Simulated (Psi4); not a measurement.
# S2F2 (Difluorodisulfane) at 6 levels

Wanted: a comparison of 6 runs (BLYP/6-311+G**, PBE/6-311+G**, PBE0/6-311+G**, TPSS/6-311+G**, r2SCAN/6-311+G**, revPBE/6-311+G**) of S2F2 (Difluorodisulfane). 

The results are computed with Psi4 1.11.

## 1. The molecule

S2F2 has 4 atoms, charge 0, and is taken as a singlet. SMILES: `FSSF`. The S3–F4 distance was set to 2.937 Å, away from the relaxed value. At this shape a bond of the SMILES string is far longer than usual.

Bond lengths: F1–S2 1.631 Å, S2–S3 1.890 Å. Angles: F1–S2–S3 108.6°.

## 2. Energy and forces at BLYP/6-311+G(d,p) (run 1)

job.inp

```
memory 2.2 GB

molecule molecule1 {
  0 1
  F     -1.912886    -0.190786    -1.920308
  S     -0.596806     0.773294    -1.931088
  S      0.915854    -0.267246    -1.483438
  F      1.206410    -0.287820     1.438680
  symmetry c1
}

set {
  basis                6-311+G**
  puream               true
  e_convergence        1e-09
  d_convergence        1e-08
  scf_type             pk
  dft_radial_points    99
  dft_spherical_points 590
}

gradient('blyp')
```

Launch:

```sh
$ psi4 job.inp job.out -n 1
```

job.out:

```text
[...]
  Running in c1 symmetry.
[...]
  Nuclear repulsion =  199.515333393122262
[...]
  Multiplicity = 1
[...]
  Nalpha       = 25
  Nbeta        = 25
[...]
    Number of basis functions: 104
[...]
   @RKS iter   1:  -995.67560219708605    4.42546e-02   9.23926e-03 DIIS/ADIIS
[...]
   @RKS iter  25:  -996.03815036742446   -2.05318e-10   7.95968e-09 DIIS
[...]
  @RKS Final Energy:  -996.03815036742446
   => Energetics <=
    Nuclear Repulsion Energy =            199.5153333931222619
    One-Electron Energy =               -1774.2130363724256767
    Two-Electron Energy =                 650.8315612671465260
    DFT Exchange-Correlation Energy =     -72.1720086552675895
    Empirical Dispersion Energy =           0.0000000000000000
    VV10 Nonlocal Energy =                  0.0000000000000000
    Total Energy =                       -996.0381503674244641
[...]
  -Total Gradient:
     Atom            X                  Y                   Z
    ------   -----------------  -----------------  -----------------
       1        0.028050847911     0.016654307627     0.001166936337
       2       -0.019321102502    -0.019483682863    -0.000319822869
       3       -0.011542585741     0.003520637028    -0.025894182700
       4        0.002769568090    -0.000725752837     0.025047189718
[...]
```

Run time: 23 s. Hardware: 1 thread of AMD EPYC 7R43 (Zen 3), shared host; peak memory 0.88 GiB.

## 3. Energy and forces at PBE/6-311+G(d,p) (run 2)

job.in

```
memory 2200 mb

molecule {
  0 1
  F
  S 1 1.631451
  S 2 1.889776 1 108.58854
  F 3 2.9366 2 108.58842 1 -87.92605
  symmetry c1
}

set {
  basis                6-311+G**
  reference            rks
  puream               true
  e_convergence        1e-09
  d_convergence        1e-08
  scf_type             pk
  dft_radial_points    99
  dft_spherical_points 590
}

energy_value, wavefunction = gradient("pbe", return_wfn=True)
oeprop(wavefunction, "DIPOLE", "LOWDIN_CHARGES", "QUADRUPOLE")
```

Launch:

```sh
$ psi4 -n 1 job.in job.out
```

job.out:

```text
[...]
  Running in c1 symmetry.
[...]
  Nuclear repulsion =  199.515354096628272
[...]
  Multiplicity = 1
[...]
  Nalpha       = 25
  Nbeta        = 25
[...]
    Number of basis functions: 104
[...]
   @RKS iter   1:  -995.16574371249692    4.50842e-02   8.81696e-03 ADIIS/DIIS
[...]
   @RKS iter  32:  -995.51338654576341   -1.47793e-12   3.44671e-09 DIIS
[...]
  @RKS Final Energy:  -995.51338654576341
   => Energetics <=
    Nuclear Repulsion Energy =            199.5153540966282719
    One-Electron Energy =               -1774.0641069588195933
    Two-Electron Energy =                 650.6568152142974668
    DFT Exchange-Correlation Energy =     -71.6214488978695414
    Empirical Dispersion Energy =           0.0000000000000000
    VV10 Nonlocal Energy =                  0.0000000000000000
    Total Energy =                       -995.5133865457634101
[...]
  -Total Gradient:
     Atom            X                  Y                   Z
    ------   -----------------  -----------------  -----------------
       1       -0.000522041169    -0.003300050094     0.024274957033
       2        0.001560205260     0.004993155344    -0.022050968707
       3        0.023610814760     0.007099804976    -0.004006483282
       4       -0.024647667179    -0.008797393369     0.001726076232
[...]
```

Run time: 27 s. Hardware: 1 thread of AMD EPYC 7R43 (Zen 3), shared host; peak memory 0.88 GiB.

Run 3 isn't shown in full; the table further down has it.

## 4. Energy and gradient at TPSS/6-311+G(d,p) (run 4)

f2s2.json

```json
{
  "schema_name": "qcschema_input",
  "schema_version": 1,
  "molecule": {
    "schema_name": "qcschema_molecule",
    "schema_version": 2,
    "symbols": ["F", "S", "S", "F"],
    "geometry": [-3.61483065, -0.36053329, -3.62885619, -1.12779989, 1.46131387, -3.64922744, 1.73071323, -0.50502175, -2.80329154, 2.27978449, -0.54390097, 2.71871118],
    "molecular_charge": 0,
    "molecular_multiplicity": 1,
    "fix_symmetry": "c1",
    "fix_com": true,
    "fix_orientation": true
  },
  "driver": "gradient",
  "model": {
    "method": "tpss",
    "basis": "6-311+G**"
  },
  "keywords": {
    "puream": true,
    "e_convergence": 1e-09,
    "d_convergence": 1e-08,
    "scf_type": "pk",
    "dft_radial_points": 99,
    "dft_spherical_points": 590
  }
}
```

Launch:

```sh
$ psi4 --qcschema f2s2.json -n 1 --memory 2200MB
```

stdout:

```text
[...]
  Running in c1 symmetry.
[...]
  Nuclear repulsion =  199.515333522835135
[...]
  Multiplicity = 1
[...]
  Nalpha       = 25
  Nbeta        = 25
[...]
    Number of basis functions: 104
[...]
   @RKS iter   1:  -995.73286645387543    2.83329e-02   8.82645e-03 DIIS/ADIIS
[...]
   @RKS iter  29:  -996.08439578781349   -5.57066e-12   8.48102e-09 DIIS
[...]
  @RKS Final Energy:  -996.08439578781349
   => Energetics <=
    Nuclear Repulsion Energy =            199.5153335228351352
    One-Electron Energy =               -1774.2080874461748863
    Two-Electron Energy =                 650.8311202347504150
    DFT Exchange-Correlation Energy =     -72.2227620992241981
    Empirical Dispersion Energy =           0.0000000000000000
    VV10 Nonlocal Energy =                  0.0000000000000000
    Total Energy =                       -996.0843957878134916
[...]
  -Total Gradient:
     Atom            X                  Y                   Z
    ------   -----------------  -----------------  -----------------
       1        0.018912631756     0.010365327385     0.001142121300
       2       -0.019046012087    -0.007437674218    -0.002893950902
       3       -0.002848274242    -0.002207887994    -0.024690038373
       4        0.002938342698    -0.000754159314     0.026438349152
[...]
```

The result, in JSON:

```text
{
 "driver": "gradient",
 "model": {
  "method": "tpss",
  "basis": "6-311+G**"
 },
 "success": true,
 "return_result": [0.018912631755665044, 0.010365327384763576, 0.0011421213004610292, -0.019046012087438502, -0.007437674217928958, -0.0028939509018618, -0.0028482742416135465, -0.002207887994114449, -0.024690038372689523, 0.0029383426982351785, -0.00075415931448939, 0.026438349152067404],
 "properties": {
  "calcinfo_nbasis": 104,
  "calcinfo_nmo": 104,
  "calcinfo_nalpha": 25,
  "calcinfo_nbeta": 25,
  "calcinfo_natom": 4,
  "nuclear_repulsion_energy": 199.51533352283514,
  "return_energy": -996.0843957878135,
  "return_gradient": [0.018912631755665044, 0.010365327384763576, 0.0011421213004610292, -0.019046012087438502, -0.007437674217928958, -0.0028939509018618, -0.0028482742416135465, -0.002207887994114449, -0.024690038372689523, 0.0029383426982351785, -0.00075415931448939, 0.026438349152067404],
  "scf_one_electron_energy": -1774.2080874461749,
  "scf_two_electron_energy": 650.8311202347504,
  "scf_xc_energy": -72.2227620992242,
  "scf_dipole_moment": [-0.5232575650551481, 0.6496775095846834, -2.4133262806289935],
  "scf_total_energy": -996.0843957878135,
  "scf_total_gradient": [0.018912631755665044, 0.010365327384763576, 0.0011421213004610292, -0.019046012087438502, -0.007437674217928958, -0.0028939509018618, -0.0028482742416135465, -0.002207887994114449, -0.024690038372689523, 0.0029383426982351785, -0.00075415931448939, 0.026438349152067404],
  "scf_iterations": 29
 }
}
```

Run time: 74 s. Hardware: 1 thread of AMD EPYC 7R43 (Zen 3), shared host; peak memory 0.99 GiB.

Run 5 isn't shown in full; the table further down has it.

## 5. The energy at revPBE/6-311+G(d,p) (run 6)

run.py

```python
import psi4

psi4.set_memory('2200 MB')
psi4.set_num_threads(1)
psi4.core.set_output_file('run.log', False)

m = psi4.geometry("""
0 1
F
S 1 1.631451
S 2 1.889776 1 108.58854
F 3 2.9366 2 108.58842 1 -87.92605
symmetry c1
no_reorient
no_com
""")

psi4.set_options({
    'reference': 'rks',
    'puream': True,
    'e_convergence': 1e-09,
    'd_convergence': 1e-08,
    'scf_type': 'pk',
    'dft_radial_points': 99,
    'dft_spherical_points': 590,
})

energy_value, wavefunction = psi4.energy('revpbe/6-311+G**', return_wfn=True)
psi4.oeprop(wavefunction, 'LOWDIN_CHARGES', 'MAYER_INDICES', 'WIBERG_LOWDIN_INDICES', title='REVPBE')
print(f'total energy {energy_value:.8f} hartree = {energy_value * 27.211386:.5f} eV')
```

Launch:

```sh
$ python run.py
```

run.log:

```text
[...]
  Running in c1 symmetry.
[...]
  Nuclear repulsion =  199.515354096628272
[...]
  Multiplicity = 1
[...]
  Nalpha       = 25
  Nbeta        = 25
[...]
    Number of basis functions: 104
[...]
   @RKS iter   1:  -995.47779942118223    4.45485e-02   8.77466e-03 ADIIS/DIIS
[...]
   @RKS iter  29:  -995.82606815170072    5.68434e-13   7.20580e-09 DIIS
[...]
  @RKS Final Energy:  -995.82606815170072
   => Energetics <=
    Nuclear Repulsion Energy =            199.5153540966282719
    One-Electron Energy =               -1774.0956125887296366
    Two-Electron Energy =                 650.7026866476460327
    DFT Exchange-Correlation Energy =     -71.9484963072453780
    Empirical Dispersion Energy =           0.0000000000000000
    VV10 Nonlocal Energy =                  0.0000000000000000
    Total Energy =                       -995.8260681517007242
[...]
 Multipole Moments:
 ------------------------------------------------------------------------------------
     Multipole            Electronic (a.u.)      Nuclear  (a.u.)        Total (a.u.)
 ------------------------------------------------------------------------------------
 L = 1.  Multiply by 2.5417464519 to convert [e a0] to [Debye]
 Dipole X            :          0.4596606            1.6733183            2.1329789
 Dipole Y            :          0.8664603            0.5530653            1.4195256
 Dipole Z            :         -0.8953532            0.8593601           -0.0359931
 Magnitude           :                                                    2.5624104
[...]
```

On the terminal:

```text
total energy -995.82606815 hartree = -27097.80753 eV
```

Run time: 24 s. Hardware: 1 thread of AMD EPYC 7R43 (Zen 3), shared host; peak memory 0.87 GiB.

## 6. All runs side by side

```csv
run,level,task,energy (Eh),dipole moment (D),HOMO energy (eV),LUMO energy (eV),wall time
1,BLYP/6-311+G**,gradient,-996.038150,6.67,-6.67,-6.51,23 s
2,PBE/6-311+G**,gradient,-995.513387,6.56,-6.74,-6.64,27 s
3,PBE0/6-311+G**,gradient,-995.522869,7.12,-8.49,-6.26,23 s
4,TPSS/6-311+G**,gradient,-996.084396,6.49,-6.92,-6.65,74 s
5,r2SCAN/6-311+G**,gradient,-995.877390,6.70,-7.16,-6.77,61 s
6,revPBE/6-311+G**,energy,-995.826068,6.51,-6.69,-6.57,24 s
```

## 7. Summary of results

| quantity | value |
| --- | --- |
| run 6: total energy | -995.82607 Eh |
| run 6: dipole moment | 6.51 D |
| run 6: HOMO energy | -6.69 eV |
| run 6: LUMO energy | -6.57 eV |
| run 6: HOMO–LUMO gap | 0.11 eV |

The dipole moment (its size) runs from 6.49 D (TPSS/6-311+G**) to 7.12 D (PBE0/6-311+G**). The HOMO–LUMO gap runs from 0.10 eV (PBE/6-311+G**) to 2.23 eV (PBE0/6-311+G**). Totals of different functionals can't be ranked against each other. In runs 1, 2, 3, 4, 5, 6 a closed-shell determinant meets a far-stretched bond, which it describes badly. All runs together took 3.9 min, the longest 74 s.
